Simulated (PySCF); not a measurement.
Compound: BS (doublet state).
Z-matrix (Å and degrees, PBE0-D3(BJ)/def2-SVP geometry), rows numbered from 1:
```
B 
S   1  1.6140
```

The calculation used PBE0-D3(BJ)/def2-SVP geometry optimisation, gas phase in PySCF.

Take the most abundant isotopes and a rigid rotor. 

Q: What are the moment of inertia and the rotational constant?

A: I = 21.334 u·Å², B = 505379 MHz·u·Å²/I = 23689 MHz (0.7902 cm⁻¹, or 1.137 K as hB/k). For two atoms I = μr² with μ = 8.1894 u and r = 1.6140 Å.

Q: List the first levels of a rigid rotor in a Σ state.

A: E(J) = BJ(J+1): J = 1: 1.580, J = 2: 4.741, J = 3: 9.482, J = 4: 15.804, J = 5: 23.705, J = 6: 33.188 cm⁻¹. For this open shell read J as N, the rotation without spin; fine and hyperfine splittings come on top.

Q: Where do the first rotational lines fall?

A: The dipole is 0.84 D; J+1 ← J lies at 2B(J+1): 1 ← 0 at 47.38 GHz, 2 ← 1 at 94.76 GHz, 3 ← 2 at 142.13 GHz, 4 ← 3 at 189.51 GHz, 5 ← 4 at 236.89 GHz, 6 ← 5 at 284.27 GHz.

Q: Estimate the classical rotational partition function at 10 K, 100 K and 200 K.

A: Point group C∞v, symmetry number σ = 1; q = kT/(σhB), k/h = 20836.6 MHz/K: 8.8 at 10 K, 88.0 at 100 K, 176 at 200 K.

PBE0-D3(BJ)/def2-SVP frequencies: not computed here. ⟨S²⟩ = 0.770 (exact for a doublet: 0.75). These are rigid-rotor constants of the computed structure; measured ground-state constants (B0) also hold zero-point vibration.
